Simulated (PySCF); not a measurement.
**Frontier orbitals and the lowest excitations**

HCl.
Geometry (PBE0-D3(BJ)/def2-TZVP, Å), atoms numbered from 1 in this order:
```
atom  x, y, z in Å
Cl1    0.6480   -0.0281    0.0011
H2    -0.6305   -0.0008   -0.0132
```

Theory: PySCF, TDDFT CAM-B3LYP/aug-cc-pVTZ, vertical, gas phase, core orbitals frozen in the response. Isolated species at its PBE0-D3(BJ)/def2-TZVP geometry, gas phase.

Kohn–Sham orbitals with the atoms that hold most of them (Löwdin shares over 4%, at most four atoms; ? is withheld):

```tsv
orbital	ε (eV)	atoms
HOMO-3	-25.34	Cl1 67%, H2 33%
HOMO-2	-14.74	Cl1 73%, H2 27%
HOMO-1	-10.96	Cl1 84%, H2 16%
HOMO	-10.96	Cl1 84%, H2 16%
LUMO	?	H2 88%, Cl1 12%
LUMO+1	2.10	Cl1 96%
LUMO+2	2.14	H2 58%, Cl1 42%
```

Q: What is the LUMO energy, and the HOMO–LUMO gap?

A: ε(LUMO) = 0.04 eV; the gap is 10.99 eV (0.4040 hartree).

Within 0.005 eV of a neighbour in this list lie HOMO-1/HOMO (point group found: C∞v).

Q: The HOMO–LUMO gap is 10.99 eV. Where does the response calculation put the lowest singlet, and from which orbitals?

A: S1 is at 7.49 eV (f = 0.029), 3.50 eV below the gap, made of HOMO-1/HOMO→LUMO (≥81%), HOMO-1/HOMO→LUMO+2 (≥12%). S1/S2 lie within about 0.01 eV of each other. 

Next come S2 at 7.49 eV (f 0.029), HOMO-1/HOMO→LUMO (≥81%), HOMO-1/HOMO→LUMO+2 (≥12%); S3 at 9.39 eV (f 0.069), HOMO-1/HOMO→LUMO+2 (≥66%), HOMO-1/HOMO→LUMO (≥13%); S4 at 9.39 eV (f 0.069), HOMO-1/HOMO→LUMO+2 (≥66%), HOMO-1/HOMO→LUMO (≥13%); S5 at 9.91 eV (f 0.0053), HOMO-1/HOMO→LUMO+1 (≥89%).

Orbitals of the list HOMO-3 to LUMO+2 that lie within 0.01 eV of each other are written together with a slash and their weights summed (≥ marks a lower bound); for degenerate orbitals outside that list single weights are arbitrary.

Löwdin shares depend on the basis, the more so with diffuse functions.
